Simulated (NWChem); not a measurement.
# C3H3FO (SMILES F/C=C1\CO1): levels of theory compared

We compute a comparison of 3 runs (HF/STO-3G, HF/3-21G, B3LYP/6-31G*) of C3H3FO. 

The calculation is run with NWChem 7.3.0.

## 1. The system as given

C3H3FO: 8 atoms, total charge 0, spin state singlet. SMILES: `F/C=C1\CO1`. The coordinates come from a GFN2-xTB relaxation.

Bond lengths: F1–C2 1.349 Å, C2–C3 1.307 Å, C3–C4 1.438 Å, C3–O5 1.343 Å, C4–O5 1.431 Å, C2–H6 1.077 Å, C4–H7 1.083 Å, C4–H8 1.083 Å. Some angles: F1–C2–C3 120.5°, C2–C3–C4 156.6°, C2–C3–O5 141.5°, C4–C3–O5 61.9°, C3–C4–O5 55.8°, C3–O5–C4 62.3°, F1–C2–H6 113.5°, C3–C2–H6 126.0°, C3–C4–H7 119.7°, C3–C4–H8 119.7°.

## 2. Energy and forces at HF/STO-3G (run 1)

Contents of c3h3fo.nw:

```
start c3h3fo
title "C3H3FO hf"
memory total 2200 mb
charge 0

geometry noautosym nocenter noautoz
  F       -0.528810       0.703620       2.084190
  C       -0.204900       1.107630       0.838230
  C        0.028820       0.231420      -0.103600
  C        0.165950      -1.076450      -0.685450
  O        0.361730       0.147350      -1.401700
  H       -0.167420       2.178800       0.730700
  H        1.063180      -1.654640      -0.502120
  H       -0.718550      -1.637730      -0.960260
end

basis "ao basis" spherical bse
  * library STO-3G
end

scf
  thresh 1e-08
  maxiter 80
  noprint "final vectors analysis"
end

task scf gradient
```

Started as:

```console
nwchem c3h3fo.nw > c3h3fo.out
```

The program printed:

```text
[...]
  functions       =    28
[...]
  wavefunction    = RHF
[...]
         Total SCF energy =   -285.726574088099
      One-electron energy =   -714.123219686745
      Two-electron energy =    267.404937145576
 Nuclear repulsion energy =    160.991708453069
        Time for solution =      1.1s
[...]
                         RHF ENERGY GRADIENTS
    atom               coordinates                        gradient
                 x          y          z           x          y          z
   1 F      -0.999306   1.329649   3.938548    0.004407   0.004856  -0.016955
   2 C      -0.387205   2.093117   1.584025   -0.000635   0.013993   0.003055
   3 C       0.054462   0.437320  -0.195776    0.014026  -0.028427  -0.055599
   4 C       0.313600  -2.034196  -1.295313    0.000367   0.020501  -0.000816
   5 O       0.683571   0.278451  -2.648829   -0.016290  -0.013014   0.062937
   6 H      -0.316378   4.117335   1.380823   -0.002555  -0.009896   0.009516
   7 H       2.009119  -3.126816  -0.948869   -0.002318   0.006017  -0.001746
   8 H      -1.357863  -3.094861  -1.814628    0.002999   0.005969  -0.000391
[...]
```

Wall time 1.9 s (1 thread of Intel Xeon Platinum 8488C (Sapphire Rapids), shared host); peak memory 0.096 GiB.

## 3. Energy and forces at HF/3-21G (run 2)

Contents of struct.xyz:

```xyz
8
C3H3FO hf
F     -0.528810     0.703620     2.084190
C     -0.204900     1.107630     0.838230
C      0.028820     0.231420    -0.103600
C      0.165950    -1.076450    -0.685450
O      0.361730     0.147350    -1.401700
H     -0.167420     2.178800     0.730700
H      1.063180    -1.654640    -0.502120
H     -0.718550    -1.637730    -0.960260
```

Contents of struct.nw:

```
start struct
title "C3H3FO hf"
memory total 2200 mb
charge 0
geometry noautosym nocenter noautoz
  load struct.xyz
end
basis spherical bse
  * library 3-21G
end
scf
  thresh 1e-08
  maxiter 80
end
task scf gradient
```

Started as:

```console
nwchem struct.nw > struct.out
```

The program printed:

```text
[...]
  functions       =    51
[...]
  wavefunction    = RHF
[...]
         Total SCF energy =   -287.924378002576
      One-electron energy =   -714.285889282834
      Two-electron energy =    265.369802827189
 Nuclear repulsion energy =    160.991708453069
        Time for solution =      1.5s
[...]
                         RHF ENERGY GRADIENTS
    atom               coordinates                        gradient
                 x          y          z           x          y          z
   1 F      -0.999306   1.329649   3.938548    0.004430   0.005179  -0.017032
   2 C      -0.387205   2.093117   1.584025   -0.007109   0.002692   0.027850
   3 C       0.054462   0.437320  -0.195776    0.013287  -0.016288  -0.052294
   4 C       0.313600  -2.034196  -1.295313    0.005485   0.043392  -0.019852
   5 O       0.683571   0.278451  -2.648829   -0.015527  -0.034100   0.059185
   6 H      -0.316378   4.117335   1.380823   -0.000946   0.010348   0.003984
   7 H       2.009119  -3.126816  -0.948869    0.007572  -0.005683   0.000983
   8 H      -1.357863  -3.094861  -1.814628   -0.007193  -0.005542  -0.002823
[...]
```

Run time: 2.4 s. Hardware: 1 thread of Intel Xeon Platinum 8488C (Sapphire Rapids), shared host; peak memory 0.096 GiB.

## 4. Energy and forces at B3LYP/6-31G(d) (Cartesian functions) (run 3)

Contents of test.nw:

```
start test
memory total 2200 mb

geometry units angstroms noautosym nocenter noautoz
  F     -0.528810     0.703620     2.084190
  C     -0.204900     1.107630     0.838230
  C      0.028820     0.231420    -0.103600
  C      0.165950    -1.076450    -0.685450
  O      0.361730     0.147350    -1.401700
  H     -0.167420     2.178800     0.730700
  H      1.063180    -1.654640    -0.502120
  H     -0.718550    -1.637730    -0.960260
end

basis "ao basis"
  * library 6-31G*
end

dft
  xc b3lyp
  grid xfine
  convergence energy 1e-08
  iterations 100
  mulliken
  print medium
end

task dft gradient
```

Started as:

```console
nwchem test.nw > test.out
```

The program printed:

```text
[...]
          Wavefunction type:  closed shell.
          No. of atoms     :     8
          No. of electrons :    38
[...]
          Charge           :     0
          Spin multiplicity:     1
[...]
          AO basis - number of functions:    81
[...]
              XC Information
              --------------
                         B3LYP Method XC Potential
                     Hartree-Fock (Exact) Exchange  0.200
                        Slater Exchange Functional  0.800 local
                    Becke 1988 Exchange Functional  0.720 non-local
              Lee-Yang-Parr Correlation Functional  0.810
                  VWN I RPA Correlation Functional  0.190 local
[...]
 d= 0,ls=0.0,diis     1   -290.9887280170 -4.52D+02  1.58D-02  8.82D-01     2.8
[...]
 d= 0,ls=0.0,diis    11   -291.0803857398 -2.37D-10  2.51D-07  1.27D-09    29.2
         Total DFT energy =     -291.080385739825
      One electron energy =     -717.387004733667
           Coulomb energy =      301.760552908850
    Exchange-Corr. energy =      -36.445642368078
 Nuclear repulsion energy =      160.991708453069
[...]
      Total Density - Mulliken Population Analysis
     ---------------------------------------------
    Atom       Charge   Shell Charges
 -----------   ------   -------------------------------------------------------
    1 F    9     9.28   1.99  0.95  3.31  0.97  2.00  0.06
    2 C    6     5.99   1.99  0.69  2.03  0.50  0.74  0.04
    3 C    6     5.64   1.99  0.71  2.07  0.41  0.42  0.04
    4 C    6     6.17   1.99  0.70  2.08  0.57  0.79  0.05
    5 O    8     8.42   1.99  0.92  2.87  1.05  1.58  0.02
    6 H    1     0.85   0.53  0.32
    7 H    1     0.82   0.53  0.29
    8 H    1     0.82   0.53  0.29
[...]
  wavefunction    = closed shell
                         DFT ENERGY GRADIENTS
    atom               coordinates                        gradient
                 x          y          z           x          y          z
   1 F      -0.999306   1.329649   3.938548    0.001552   0.002445  -0.005930
   2 C      -0.387205   2.093117   1.584025    0.001370  -0.009133  -0.005628
   3 C       0.054462   0.437320  -0.195776    0.002356   0.013221  -0.008676
   4 C       0.313600  -2.034196  -1.295313    0.003650   0.012223  -0.013849
   5 O       0.683571   0.278451  -2.648829   -0.007866  -0.020006   0.029898
   6 H      -0.316378   4.117335   1.380823   -0.000615  -0.004410   0.002187
   7 H       2.009119  -3.126816  -0.948869   -0.003642   0.002862   0.000124
   8 H      -1.357863  -3.094861  -1.814628    0.003195   0.002799   0.001874
[...]
```

Run time: 35 s. Hardware: 1 thread of Intel Xeon Platinum 8488C (Sapphire Rapids), shared host; peak memory 0.14 GiB.

## 5. The series

| run | level | Cartesian functions | iteration cap | energy (Eh) | dipole moment (D) | largest force (eV/Å) | wall time |
| --- | --- | --- | --- | --- | --- | --- | --- |
| 1 | HF/STO-3G | no | 80 | -285.726574 | 0.64 | 3.409 | 1.9 s |
| 2 | HF/3-21G | no | 80 | -287.924378 | 1.20 | 3.602 | 2.4 s |
| 3 | B3LYP/6-31G* (Cartesian functions) | yes | 100 | -291.080386 | 1.02 | 1.894 | 35 s |

## 6. Results

| quantity | value |
| --- | --- |
| run 3: total energy | -291.08039 Eh |
| run 3: dipole moment | 1.02 D |
| run 3: HOMO energy | -6.33 eV |
| run 3: LUMO energy | 1.14 eV |
| run 3: HOMO–LUMO gap | 7.47 eV |
| run 3: largest force on an atom | 1.894 eV/Å |

The dipole moment (its size) runs from 0.64 D (HF/STO-3G) to 1.20 D (HF/3-21G). In run 1 the basis is minimal, so the values are rough. All runs together took 39 s, the longest 35 s.
